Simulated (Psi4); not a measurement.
# C2HF (fluoroacetylene): B3LYP/def2-TZVP (sweep point 8)

Aim: the vertical ionisation energy of C2HF (fluoroacetylene) at B3LYP/def2-TZVP (sweep point 8), from 2 runs. 

The calculation is run with Psi4 1.11.

2 further runs of the same task are left out: 2 set aside as unsound or not needed.

### 1 Starting point

C2HF has 4 atoms, charge 0, and is taken as a singlet. As SMILES, `C#CF`. Geometry: relaxed at PBE0-D4/def2-TZVP.

Bond lengths: C1–C2 1.192 Å, C2–F3 1.270 Å, C1–H4 1.063 Å. Angles: C1–C2–F3 180.0°, C2–C1–H4 180.0°.

### 2 The energy at B3LYP/def2-TZVP (sweep point 8)

File input.inp:

```
memory 1.6 GB

molecule system {
  0 1
  C     -0.361030     0.453110    -0.290220
  C      0.303270    -0.380840     0.243810
  F      1.010600    -1.269010     0.812300
  H     -0.952830     1.196740    -0.765890
  units angstrom
  symmetry c1
}

set {
  basis                def2-TZVP
  puream               true
  scf_type             pk
  dft_radial_points    99
  dft_spherical_points 590
}

e = energy("b3lyp")
print_variables()
```

The run is started by

```sh
psi4 -i input.inp -o input.out -n 1
```

input.out:

```text
[...]
  Running in c1 symmetry.
[...]
  Nuclear repulsion =   55.832094169203366
[...]
  Multiplicity = 1
[...]
  Nalpha       = 11
  Nbeta        = 11
[...]
    Number of basis functions: 99
[...]
   @RKS iter   1:  -176.37715024792888   -2.15003e-01   7.28552e-03 DIIS/ADIIS
[...]
   @RKS iter   8:  -176.62170269108034   -4.84582e-09   2.54699e-07 DIIS
[...]
    Orbital Energies [Eh]
    ---------------------
    Doubly Occupied:
       1A    -24.769402     2A    -10.270846     3A    -10.186193
       4A     -1.312162     5A     -0.776128     6A     -0.646357
       7A     -0.537113     8A     -0.533257     9A     -0.533257
      10A     -0.296367    11A     -0.296367
[...]
  @RKS Final Energy:  -176.62170269108034
   => Energetics <=
    Nuclear Repulsion Energy =             55.8320941692033657
    One-Electron Energy =                -352.0323597297632432
    Two-Electron Energy =                 137.0607123639757106
    DFT Exchange-Correlation Energy =     -17.4821494944961628
    Empirical Dispersion Energy =           0.0000000000000000
    VV10 Nonlocal Energy =                  0.0000000000000000
    Total Energy =                       -176.6217026910803440
[...]
 Multipole Moments:
 ------------------------------------------------------------------------------------
     Multipole            Electronic (a.u.)      Nuclear  (a.u.)        Total (a.u.)
 ------------------------------------------------------------------------------------
 L = 1.  Multiply by 2.5417464519 to convert [e a0] to [Debye]
 Dipole X            :          1.7224935           -1.8442565           -0.1217629
 Dipole Y            :         -2.1629387            2.3160865            0.1531478
 Dipole Z            :          1.3845421           -1.4823992           -0.0978570
 Magnitude           :                                                    0.2187612
[...]
```

It took 11 s on 1 thread of AMD EPYC 7R43 (Zen 3), shared host; peak memory 0.67 GiB.

### 3 The doublet cation

File input.dat:

```
memory 1.6 GB

molecule {
  1 2
  C     -0.361030     0.453110    -0.290220
  C      0.303270    -0.380840     0.243810
  F      1.010600    -1.269010     0.812300
  H     -0.952830     1.196740    -0.765890
  symmetry c1
}

set reference uks
set puream true
set scf_type pk
set dft_radial_points 99
set dft_spherical_points 590
set maxiter 100

e, wfn = energy('b3lyp/def2-TZVP', return_wfn=True)
```

The run is started by

```sh
psi4 -n 1 input.dat output.dat
```

output.dat:

```text
[...]
  Running in c1 symmetry.
[...]
  Nuclear repulsion =   55.832094169203366
[...]
  Multiplicity = 2
[...]
  Nalpha       = 11
  Nbeta        = 10
[...]
    Number of basis functions: 99
[...]
   @UKS iter   1:  -176.06027800092068    1.01869e-01   5.65278e-03 DIIS/ADIIS
[...]
   @UKS iter   9:  -176.20896752956818   -4.32113e-08   8.15885e-07 DIIS
[...]
   @S^2 Observed:                7.519425673E-01
[...]
    Orbital Energies [Eh]
    ---------------------
    Alpha Occupied:
       1A    -25.095319     2A    -10.651564     3A    -10.571020
       4A     -1.624157     5A     -1.160324     6A     -0.955180
       7A     -0.862460     8A     -0.852124     9A     -0.835801
      10A     -0.670347    11A     -0.637374
    Alpha Virtual:
      12A     -0.293885    13A     -0.268108    14A     -0.252722
      15A     -0.155814    16A     -0.088661    17A     -0.044018
      18A     -0.034318    19A     -0.002808    20A      0.053819
      21A      0.062675    22A      0.085522    23A      0.153135
      24A      0.250298    25A      0.250595    26A      0.304807
[...]
  @UKS Final Energy:  -176.20896752956818
   => Energetics <=
    Nuclear Repulsion Energy =             55.8320941692033657
    One-Electron Energy =                -344.6916945663194269
    Two-Electron Energy =                 129.8531278921631156
    DFT Exchange-Correlation Energy =     -17.2024950246152173
    Empirical Dispersion Energy =           0.0000000000000000
    VV10 Nonlocal Energy =                  0.0000000000000000
    Total Energy =                       -176.2089675295681843
[...]
 Multipole Moments:
 ------------------------------------------------------------------------------------
     Multipole            Electronic (a.u.)      Nuclear  (a.u.)        Total (a.u.)
 ------------------------------------------------------------------------------------
 L = 1.  Multiply by 2.5417464519 to convert [e a0] to [Debye]
 Dipole X            :          1.0168604           -1.8442565           -0.8273961
 Dipole Y            :         -1.2769780            2.3160865            1.0391084
 Dipole Z            :          0.8173933           -1.4823992           -0.6650059
 Magnitude           :                                                    1.4854506
[...]
```

Wall time 19 s (1 thread of AMD EPYC 7R43 (Zen 3), shared host); peak memory 0.67 GiB.

### 4 What came out

Level: B3LYP/def2-TZVP (sweep point 8).

| quantity | value |
| --- | --- |
| singlet C2HF: total energy | -176.62170 Eh |
| singlet C2HF: dipole moment | 0.56 D |
| singlet C2HF: HOMO energy | -8.06 eV |
| singlet C2HF: LUMO energy | 0.89 eV |
| singlet C2HF: HOMO–LUMO gap | 8.96 eV |
| doublet cation: total energy | -176.20897 Eh |
| doublet cation: HOMO energy (highest over α and β) | -17.05 eV |
| doublet cation: LUMO energy (lowest over α and β) | -14.43 eV |
| doublet cation: ⟨S²⟩ | 0.752 |
| vertical ionisation energy (to the doublet cation) | 11.231 eV |

What this shows: The vertical ionisation energy comes to 11.23 eV (1084 kJ/mol). The negative HOMO energy of the first species, 8.06 eV, lies 3.17 eV below that difference.
